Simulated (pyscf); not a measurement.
Structures and frequencies: ωB97X-D3(BJ)/def2-SVP in PySCF.

Question: For the elementary gas-phase step `[NH][SiH2][NH2]` [doublet] -> `[NH]1[NH][SiH2]1` + `[H]` [doublet] (doublet surface; H–N broken, N–N formed), what barrier and reaction energy does ωB97X-D3(BJ)/def2-TZVP give, measured from the reactant's lowest minimum found?

Answer: ΔE‡ = 95.4 kcal/mol, ΔE = +85.8 kcal/mol. CCSD(T)/def2-TZVPP + ΔMP2(QZVPP) gives 92.4 kcal/mol and +85.2 kcal/mol. Zero-point energy shifts the barrier by -3.9 kcal/mol. It is a ring closure with loss of a group, with an imaginary mode of 1044i cm⁻¹. The same reactants have a lower exit, to H₂N–SiH•–NH₂ (barrier +29.1 kcal/mol at ωB97M-D3(BJ), against +94.2 kcal/mol here). •HN–SiH₂–NH₂ lies 18.4 kcal/mol over its isomer H₂N–SiH•–NH₂ (electronic energy, ωB97M-D3(BJ)). cyclic H₄N₂Si (SMILES N1N[SiH2]1) lies 63.0 kcal/mol over its isomer H₂N–Si:–NH₂ [singlet] (electronic energy, ωB97M-D3(BJ)). This is the saddle that the search found; another between the same sides may lie lower. The CCSD(T) − MP2 part came from Ansatz, without density fitting, on the same reference.
